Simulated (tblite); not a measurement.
C₅H₅ (doublet state).
SMILES: `C#C[C]1CC1`

Computed with GFN2-xTB (tblite): harmonic, unscaled wavenumbers at the GFN2-xTB geometry, gas phase. Errors from tens to a few hundred cm⁻¹ against measured bands are possible. Open shells enter through the occupations alone, without spin polarisation, and single modes of such species can be off by tens of per cent.

Harmonic wavenumbers (cm⁻¹): 95.5, 162.3, 260.5, 422.2, 446.3, 631.9, 700.4, 766.7, 842.8, 1001.4, 1009.6, 1051.7, 1059.0, 1097.8, 1112.1, 1423.5, 1434.5, 1605.0, 2097.6, 3014.3, 3027.4, 3032.6, 3035.0, 3402.1.

A = 21380, B = 3155, C = 2852 MHz; mass 65.039 u (most abundant isotopes); point group C2v, symmetry number 2; spin multiplicity 2.

Problem. What is the zero-point energy?

Solution. Half the sum of the wavenumbers: 16366 cm⁻¹ = 46.79 kcal/mol.

Problem. Give the ideal-gas entropy at 298.15 K and 1 bar in the rigid-rotor, harmonic-oscillator model (classical rotation).

Solution. Translation 38.46, rotation 23.55, vibration 11.03, spin (R ln 2) 1.38: S = 74.4 cal/(mol K).

Problem. And Cp and H(298.15 K) − H(0)?

Solution. Cp = 21.60 cal/(mol K), of which vibrations give 13.65 (their classical limit is 24 R = 47.7); H(298.15 K) − H(0) = 4.25 kcal/mol without the zero-point energy, 1.88 from vibrations.

Problem. Blend soft modes into free rotors: weight 1/[1 + (100 cm⁻¹/ν̃)⁴] for the oscillator and the rest for a rotor with moment μB/(μ + B), μ = h/(8π²ν), B = 10⁻⁴⁴ kg m². What vibrational entropy results?

Solution. 10.67 cal/(mol K) in place of 11.03, which changes −T·S at 298.15 K by +0.11 kcal/mol.

Problem. Which modes carry the vibrational entropy at 298.15 K?

Solution. 95.5 cm⁻¹: 3.54; 162.3 cm⁻¹: 2.52; 260.5 cm⁻¹: 1.66; 422.2 cm⁻¹: 0.88; 446.3 cm⁻¹: 0.81; 631.9 cm⁻¹: 0.40 cal/(mol K); the other 18 give 1.21 together.

Problem. What must be added to the electronic energy to get the Gibbs energy at 298.15 K and 1 bar?

Solution. ZPE + [H(298.15 K) − H(0)] − T·S = 46.79 + 4.25 − 22.19 = 28.85 kcal/mol.

Problem. How do the functions run with temperature in this model?

Solution. 
```json
{"T (K)": "100", "S (cal/(mol K))": "57.2", "Cp (cal/(mol K))": "12.0", "H − H(0) (kcal/mol)": "0.96", "G − H(0) (kcal/mol)": "-4.76", "ln q(vib)": "0.42"}
{"T (K)": "200", "S (cal/(mol K))": "66.9", "Cp (cal/(mol K))": "16.6", "H − H(0) (kcal/mol)": "2.38", "G − H(0) (kcal/mol)": "-10.99", "ln q(vib)": "1.36"}
{"T (K)": "300", "S (cal/(mol K))": "74.6", "Cp (cal/(mol K))": "21.7", "H − H(0) (kcal/mol)": "4.29", "G − H(0) (kcal/mol)": "-18.07", "ln q(vib)": "2.39"}
{"T (K)": "500", "S (cal/(mol K))": "87.8", "Cp (cal/(mol K))": "30.5", "H − H(0) (kcal/mol)": "9.56", "G − H(0) (kcal/mol)": "-34.35", "ln q(vib)": "4.60"}
{"T (K)": "800", "S (cal/(mol K))": "104.1", "Cp (cal/(mol K))": "38.7", "H − H(0) (kcal/mol)": "20.05", "G − H(0) (kcal/mol)": "-63.23", "ln q(vib)": "7.93"}
{"T (K)": "1000", "S (cal/(mol K))": "113.1", "Cp (cal/(mol K))": "42.3", "H − H(0) (kcal/mol)": "28.16", "G − H(0) (kcal/mol)": "-84.97", "ln q(vib)": "10.02"}
```

q(vib) and H(0) count from the zero-point level.

Hindered rotation and anharmonicity are outside this model.
